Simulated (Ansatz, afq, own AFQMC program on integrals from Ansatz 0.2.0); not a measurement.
## The Al2–O1 bond of AlClO, singlet, worked out

```xyz
3

O     0.1100    1.7339    0.2517
Al    0.0097    0.1537    0.0223
Cl   -0.1197   -1.8876   -0.2740
```

The molecule and both fragments are relaxed with PBE0/def2-SVP; the fragments keep their bonds.

Basis def2-TZVP. Only valence electrons are correlated. AFQMC by an in-house program on the Cholesky factors that Ansatz 0.2.0 writes for its CCSD(T) run. ph-AFQMC/CISD is guided by a CISD state made of CCSD amplitudes; releasing the constraint for a short imaginary time cuts its bias at the price of noise, slowly where states lie close. ± is one standard error of the sampling.

Total energies in eV. CBS is CCSD(T) at the limit of def2-TZVPP/QZVPP (extrapolated itself); the highest rung of each member is named.

Cautions: AlClO (singlet): higher spins were not checked, raised T1 diagnostic (T1 0.024, weight of the determinant 0.83, largest double 0.04), its ph-AFQMC/CISD value lies 23 ± 10 meV above CCSDT(Q).

```csv
member,count,CCSD(T)/def2-TZVP,highest rung in def2-TZVP,which,CCSD(T)/CBS
"AlCl, singlet",+1,-19096.2497,-19096.2845,CCSDT(Q),-19098.0907
O (triplet),+1,-2040.2212,-2040.2314,FCI,-2040.9924
"AlClO, singlet",-1,-21140.7270,-21140.8027,CCSDT(Q),-21143.6186
```

Work out the best estimate of the bond energy: the CCSD(T)/CBS difference plus the step from CCSD(T) to the highest rung.

Sums with the counts: CCSD(T)/CBS 4.5355 eV, highest rung 4.2868 eV, CCSD(T)/def2-TZVP 4.2561 eV. The step is 4.2868 − 4.2561 = 0.0307 eV, so the best estimate is 4.5355 + (0.0307) = 4.5662 eV = 105.3 kcal/mol. The basis set is worth 0.279 eV of it. Zero-point, core-correlation and spin–orbit terms aren't in it. Past Ne the Hartree–Fock part of each CBS total tends to overshoot, since the cores don't follow the formula; that largely cancels in the difference.

Best estimates are given only where the step beyond CCSD(T) is under 0.3 eV and no member's determinant is very poor (T1 over 0.05, or 0.07 for open shells, ⟨S²⟩ too high by 0.3, two states mixed), so the hardest cases are missing from such tables.

CCSDT and higher add their correlation energy to the determinant of the CCSD(T) run, since their own runs factorise the integrals more tightly (a shift of under 2 meV). Each member of a difference takes its own highest rung, so a best estimate needn't equal the limit plus the step of one row.
